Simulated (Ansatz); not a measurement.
## Si, triplet in cc-pVQZ: errors against UCCSDT(Q)

A free Si atom.

Basis cc-pVQZ; Ansatz 0.2.0. Correlated methods freeze the noble-gas cores, which leaves 4 electrons in 54 orbitals. R marks a restricted (for open shells ROHF) determinant, U an unrestricted one. Active spaces: valence = (4e, 4o) chosen from the atoms' valence shells.

Full CI isn't at hand for all of this; UCCSDT(Q) serves as the reference, and is uncertain by about the last step of the cluster series. The frozen core follows each run's orbitals, which can shift R against U totals by a few meV.

For open shells CISD is restricted-active-space CI with the open shells as a complete middle space.

* UHF ⟨S²⟩: 2.015
* T1 diagnostic (RCCSD): 0.0243
* largest doubles amplitude (RCCSD): 0.091
* T1 diagnostic (UCCSD): 0.0125

**Question.** From what is known of these methods and the diagnostics, rank them by the size of their error in total energy against UCCSDT(Q) in cc-pVQZ, smallest first (an estimate: the text doesn't fix the numbers).
A. CASSCF (valence space)
B. MRCISD+Q(relaxed) (valence space)
C. NEVPT4(SD) (valence space)
D. RCCSD
E. NEVPT2 (valence space)

**Answer.** B (20 meV), C (39 meV), D (104 meV), E (426 meV), A (1931 meV).

All errors are against UCCSDT(Q) in cc-pVQZ. Below it: MRCISD+Q(relaxed) (valence space). Within each family the higher level lies nearer, as is usual though not guaranteed.

Natural occupations of CASSCF (valence space) about the gap: 1.960 1.000 1.000 0.040; effectively unpaired electrons, Σ n²(2−n)², 2.01.
